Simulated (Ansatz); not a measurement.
Ansatz input

```yaml
crystal:
  lattice:
    - [3.5541516959, 0.0, 0.0]
    - [-1.777075848, 3.0779856576, 0.0]
    - [0.0, 0.0, 11.9544662927]
  atoms:
    - { symbol: Pr, position: [1.0, 0.0, 0.0], spin: 2.391 }
    - { symbol: Pr, position: [1.0, 0.0, 0.5], spin: 2.391 }
    - { symbol: Pr, position: [0.3333333333, 0.6666666667, 0.75], spin: -2.415 }
    - { symbol: Pr, position: [0.6666666667, 0.3333333333, 0.25], spin: -2.415 }
hamiltonian:
  xc: rpbe
  pseudopotentials:
    kind: paw
    azcp:
      Pr: "pseudopotentials/Pr.paw.azcp"
basis:
  ecutwfc: 420
  fft_grid_basis: typed
kpoints:
  mp_grid: { grid: [13, 13, 4], shift: [0, 0, 0] }
magnetization:
  spin_polarized: true
scf:
  occupations: { method: fermi_dirac, width: 0.05 }
output:
  stress: true
```

Terminal output

```
band count auto-derived: 59 (N_el = 52.0; filled up to band 26; 37 by the electrons, moments and atoms)
Engine: ansatz 0.2.0, x86_64-unknown-linux-gnu
Pseudopotentials: kind: paw
Pseudopotential: Pr, paw, valence charge 13, recommended cutoff 420 eV (normal) 
Functional definition: RPBE
  parameter kappa = 0.804
  parameter beta = 0.06672455060314922
  exchange = rpbe_x(kappa = kappa, mu = beta*pi^2/3)
  correlation = pbe_c(beta = beta)
Crystal: 4 atoms, lattice volume = 130.777 Å³
Basis set: ecut = 420 eV, 2541 PW (Γ)
Bands: 59, of which v1, the nominal top of the filled ones, is band 26 counted from 1 (25 counted from 0)
Symmetry: 24 space group operations
Space group: P63/mmc (ITA 194), of the structure as read, at distance tolerance 5.1e-5 Å
Magnetic group: BNS 194.263 (UNI 1493), of the structure as read, at distance tolerance 5.1e-5 Å
k-points: 63 of 676
Non-local potential: Pr, projectors of the file, l = 0: 3, l = 1: 2, l = 2: 2, l = 3: 3
PAW form: soft (Blöchl's): semilocal exchange-correlation on the pseudo side does not see the compensation charge
PAW frozen core: Pr, regenerated for the run's functional, and the local potential with it (the file was generated under x = pbe(κ = 0.804, μ = 0.2195149727645171), c = pbe(β = 0.06672455060314922))
PAW one-centre angular grid: Pr, 590 points (default); XC on 64 Gauss nodes
Initial density: superposition of atomic densities (chi_scale 0.1, normalization cell)
Starting moments: Σ|m| = 9.612 μB on 4 of 4 sites
Initial wavefunctions: pseudopotential atomic-orbital guess
Functional: x = rpbe, c = pbe(β = 0.06672455060314922)
iter 1 solved again at ethr=1.23e-3 eV; its pass at ethr=3.10e-3 eV (dr2=6.40e-1 eV) is discarded
SCF iter   1: F=—  HF=-27775.615724 eV  |F-HF|=—  |Δ(HF+E_count)|=         —  Δρ=3.19e-2 (↑3.19e-2 ↓3.17e-2)  dr2=6.48e-1  dr2_m=1.07e0  M=-0.119 μB ∫|m|=8.727 μB  β_m=0.30  ethr=1.23e-3  ⟨swp⟩=2.0  Hψ=33623  notcnv=0
Mixer restart at iter 1: flushing history
spin=Collinear: Kerker preconditioning applied to the charge; magnetization (m = ρ↑ − ρ↓) channel mixes plain (no charge-response kernel on spin).
SCF iter   2: F=—  HF=-27776.160637 eV  |F-HF|=—  |Δ(HF+E_count)|=         —  Δρ=2.33e-2 (↑2.33e-2 ↓2.32e-2)  dr2=1.95e-1  dr2_m=6.01e-1  M=-0.122 μB ∫|m|=8.925 μB  β_m=0.30  ethr=1.23e-3  ⟨swp⟩=2.0  Hψ=14873  notcnv=0
...
SCF iter   6: F=—  HF=-27777.688403 eV  |F-HF|=—  |Δ(HF+E_count)|=   7.99e-6  Δρ=1.60e-4 (↑1.58e-4 ↓1.60e-4)  dr2=1.00e-4  dr2_m=1.46e-5  M=-0.071 μB ∫|m|=9.944 μB  ethr=6.62e-8  ⟨swp⟩=1.0  Hψ=46116  notcnv=0
SCF iter   7: F=—  HF=-27777.688402 eV  |F-HF|=—  |Δ(HF+E_count)|=   9.74e-7  Δρ=2.27e-5 (↑2.27e-5 ↓8.74e-6)  dr2=9.58e-7  dr2_m=1.70e-7  M=-0.077 μB ∫|m|=9.944 μB  ethr=3.06e-7  ⟨swp⟩=1.0  Hψ=46116  notcnv=0
SCF iter   8: F=—  HF=-27777.688408 eV  |F-HF|=—  |Δ(HF+E_count)|=   6.16e-6  Δρ=1.17e-4 (↑1.16e-4 ↓1.17e-4)  dr2=6.28e-5  dr2_m=7.95e-6  M=-0.073 μB ∫|m|=9.944 μB  ethr=3.21e-9  ⟨swp⟩=1.0  Hψ=55721  notcnv=0
SCF iter   9: F=—  HF=-27777.688407 eV  |F-HF|=—  |Δ(HF+E_count)|=   5.08e-7  Δρ=1.08e-5 (↑6.60e-6 ↓1.08e-5)  dr2=2.85e-7  dr2_m=4.44e-8  M=-0.078 μB ∫|m|=9.944 μB  ethr=1.82e-7  ⟨swp⟩=1.0  Hψ=46116  notcnv=0
SCF iter  10: F=—  HF=-27777.688413 eV  |F-HF|=—  |Δ(HF+E_count)|=   5.76e-6  Δρ=1.78e-4 (↑1.78e-4 ↓1.57e-4)  dr2=1.41e-4  dr2_m=1.64e-5  M=-0.084 μB ∫|m|=9.944 μB  ethr=9.55e-10  ⟨swp⟩=1.1  Hψ=56938  notcnv=0
SCF iter  11: F=—  HF=-27777.688412 eV  |F-HF|=—  |Δ(HF+E_count)|=   1.23e-6  Δρ=1.14e-5 (↑1.14e-5 ↓4.48e-6)  dr2=1.84e-7  dr2_m=4.35e-8  M=-0.077 μB ∫|m|=9.944 μB  ethr=3.97e-7  ⟨swp⟩=1.0  Hψ=46116  notcnv=0
SCF iter  12: F=—  HF=-27777.688418 eV  |F-HF|=—  |Δ(HF+E_count)|=   5.74e-6  Δρ=5.12e-5 (↑4.89e-5 ↓5.12e-5)  dr2=1.07e-5  dr2_m=1.42e-6  M=-0.080 μB ∫|m|=9.945 μB  ethr=7.39e-10  ⟨swp⟩=1.7  Hψ=61593  notcnv=0
SCF iter  13: F=—  HF=-27777.688418 eV  |F-HF|=—  |Δ(HF+E_count)|=   1.64e-8  Δρ=2.10e-5 (↑1.73e-5 ↓2.10e-5)  dr2=9.33e-7  dr2_m=2.21e-7  M=-0.078 μB ∫|m|=9.944 μB  ethr=3.19e-8  ⟨swp⟩=1.0  Hψ=46116  notcnv=0
SCF iter  14: F=—  HF=-27777.688421 eV  |F-HF|=—  |Δ(HF+E_count)|=   3.47e-6  Δρ=1.88e-5 (↑1.88e-5 ↓1.47e-5)  dr2=1.34e-6  dr2_m=1.70e-7  M=-0.078 μB ∫|m|=9.944 μB  ethr=3.50e-9  ⟨swp⟩=1.0  Hψ=55192  notcnv=0
SCF iter  15: F=—  HF=-27777.688421 eV  |F-HF|=—  |Δ(HF+E_count)|=   2.22e-8  Δρ=6.49e-6 (↑4.38e-6 ↓6.49e-6)  dr2=9.01e-8  dr2_m=1.41e-8  M=-0.078 μB ∫|m|=9.944 μB  ethr=1.92e-10  ⟨swp⟩=2.0  Hψ=51701  notcnv=0
SCF iter  16: F=—  HF=-27777.688424 eV  |F-HF|=—  |Δ(HF+E_count)|=   2.98e-6  Δρ=1.05e-4 (↑1.05e-4 ↓1.03e-4)  dr2=4.50e-5  dr2_m=6.29e-6  M=-0.074 μB ∫|m|=9.945 μB  ethr=3.28e-10  ⟨swp⟩=1.8  Hψ=60944  notcnv=0
SCF iter  17: F=—  HF=-27777.688424 eV  |F-HF|=—  |Δ(HF+E_count)|=   3.96e-7  Δρ=1.28e-5 (↑1.28e-5 ↓7.65e-6)  dr2=2.87e-7  dr2_m=6.42e-8  M=-0.078 μB ∫|m|=9.945 μB  ethr=1.35e-7  ⟨swp⟩=1.0  Hψ=46116  notcnv=0
SCF iter  18: F=—  HF=-27777.688425 eV  |F-HF|=—  |Δ(HF+E_count)|=   1.42e-6  Δρ=4.53e-5 (↑4.53e-5 ↓5.06e-6)  dr2=6.44e-6  dr2_m=6.12e-7  M=-0.078 μB ∫|m|=9.945 μB  ethr=1.07e-9  ⟨swp⟩=1.0  Hψ=54908  notcnv=0
SCF iter  19: F=—  HF=-27777.688427 eV  |F-HF|=—  |Δ(HF+E_count)|=   2.03e-6  Δρ=2.18e-5 (↑2.18e-5 ↓1.67e-5)  dr2=9.53e-7  dr2_m=2.33e-7  M=-0.078 μB ∫|m|=9.945 μB  ethr=1.71e-8  ⟨swp⟩=1.0  Hψ=46116  notcnv=0
SCF iter  20: F=—  HF=-27777.688428 eV  |F-HF|=—  |Δ(HF+E_count)|=   1.28e-6  Δρ=6.21e-6 (↑6.21e-6 ↓6.07e-6)  dr2=3.01e-7  dr2_m=2.19e-8  M=-0.078 μB ∫|m|=9.945 μB  ethr=3.56e-9  ⟨swp⟩=1.0  Hψ=47672  notcnv=0
SCF iter  21: F=—  HF=-27777.688429 eV  |F-HF|=—  |Δ(HF+E_count)|=   6.60e-7  Δρ=6.13e-6 (↑5.84e-6 ↓6.13e-6)  dr2=2.80e-7  dr2_m=2.19e-8  M=-0.078 μB ∫|m|=9.945 μB  ethr=7.86e-10  ⟨swp⟩=1.0  Hψ=53084  notcnv=0
SCF iter  22: F=—  HF=-27777.688430 eV  |F-HF|=—  |Δ(HF+E_count)|=   6.26e-7  Δρ=1.08e-5 (↑8.30e-6 ↓1.08e-5)  dr2=8.57e-7  dr2_m=5.26e-8  M=-0.079 μB ∫|m|=9.945 μB  ethr=7.51e-10  ⟨swp⟩=1.0  Hψ=52692  notcnv=0
SCF iter  23: F=—  HF=-27777.688430 eV  |F-HF|=—  |Δ(HF+E_count)|=   5.99e-7  Δρ=1.46e-5 (↑1.46e-5 ↓1.23e-5)  dr2=1.78e-6  dr2_m=1.03e-7  M=-0.079 μB ∫|m|=9.945 μB  ethr=2.13e-9  ⟨swp⟩=1.0  Hψ=46127  notcnv=0
SCF iter  24: F=—  HF=-27777.688431 eV  |F-HF|=—  |Δ(HF+E_count)|=   5.64e-7  Δρ=2.35e-5 (↑2.35e-5 ↓2.11e-5)  dr2=2.37e-6  dr2_m=2.89e-7  M=-0.079 μB ∫|m|=9.945 μB  ethr=4.32e-9  ⟨swp⟩=1.0  Hψ=46116  notcnv=0
SCF iter  25: F=—  HF=-27777.688432 eV  |F-HF|=—  |Δ(HF+E_count)|=   8.79e-7  Δρ=1.24e-5 (↑1.24e-5 ↓7.44e-6)  dr2=2.47e-7  dr2_m=6.31e-8  M=-0.078 μB ∫|m|=9.945 μB  ethr=6.87e-9  ⟨swp⟩=1.0  Hψ=46116  notcnv=0
SCF iter  26: F=—  HF=-27777.688432 eV  |F-HF|=—  |Δ(HF+E_count)|=   6.30e-7  Δρ=3.89e-5 (↑3.89e-5 ↓5.98e-6)  dr2=6.87e-6  dr2_m=4.39e-7  M=-0.078 μB ∫|m|=9.945 μB  ethr=9.63e-10  ⟨swp⟩=1.0  Hψ=54076  notcnv=0
```

The calculation hadn't finished when its time ran out.

The f occupation was not exhaustively searched.
